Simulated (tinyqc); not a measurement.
Stretching all distances: RHF, UHF, MP2, CISD and CCSD against full CI in the sto-3g basis, for HF, spin multiplicity 1. Computed by the program tinyqc with PySCF. 

Geometry (angstrom):
```
atom       x       y       z
F     0.0000  0.0000  0.0000
H     0.0000  0.0000  0.9070
```

All coordinates are multiplied by the scale. c0^2 is the weight of the RHF determinant in the lowest singlet FCI state (UHF is spin-contaminated and may lie near states of higher spin) and n(LUMO) the first natural occupation beyond the occupied space.

Full CI energy (hartree) and errors against it (kcal/mol):
```
scale   distance 1-2 (angstrom)      E(FCI)       RHF      UHF      MP2    CISD    CCSD  <S^2> UHF    c0^2  n(LUMO)
0.9300                   0.8435  -98.573173   12.9984  12.9984   3.9950  0.0000  0.0000     0.0000  0.9894   0.0209
1.1100                   1.0068  -98.603167   20.9641  20.9641   7.4184  0.0000  0.0000     0.0000  0.9773   0.0447
1.3000                   1.1791  -98.582164   32.9000  32.9000  13.0172  0.0000  0.0000     0.0000  0.9537   0.0912
1.4800                   1.3424  -98.549527   47.8730  37.2890  20.3419  0.0000  0.0000     0.4509  0.9175   0.1628
1.6600                   1.5056  -98.518380   66.3315  29.2044  29.3247  0.0000  0.0000     0.7189  0.8668   0.2635
1.8500                   1.6780  -98.492551   88.7827  18.8501  39.5443  0.0000  0.0000     0.8609  0.8015   0.3938
2.0300                   1.8412  -98.475925  111.2155  11.2144  48.1781  0.0000  0.0000     0.9290  0.7369   0.5228
```

UHF parts from RHF first at scale 1.48 of those listed, where <S^2> leaves zero. The weight c0^2 goes from 0.99 to 0.74 and n(LUMO) from 0.02 to 0.52: static correlation grows as the bonds break into open-shell fragments. The spread of the error along the curve, which distorts its shape, is CISD 0.0, CCSD 0.0, UHF 26.1, MP2 44.2, RHF 98.2 kcal/mol. With one virtual orbital CISD and CCSD are exact.
